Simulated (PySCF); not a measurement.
## A thermochemical cycle for LiH

PBE0 in PySCF with def2-SVPD on every atom, for the lowest determinant that a PBE0 search found; no spin–orbit coupling. LiH, a singlet (closed shell), has De = 2.32 eV to neutral atoms, and LiH⁺, a doublet (σ ↑), has De = 0.14 eV to Li⁺ + H.

The adiabatic ionisation energy of LiH, between the minima, is 7.65 eV.

Question: Which ionisation energy of the Li atom does this level give?

Answer: IE(Li) = IE(molecule) + De(ion) − De(neutral) = 7.65 + 0.14 − 2.32 = 5.47 eV; the measured value is 5.392 eV (NIST ASD).

Weak bonds: LiH⁺. Basis-set superposition, not corrected here, can be much of De in a small basis, most of all at correlated wavefunction levels. For an ion De counts to the pair picked by the measured ionisation energies or electron affinities, which need not be the lowest pair at this level. States were picked by a PBE0 search and need not be the measured ground states.
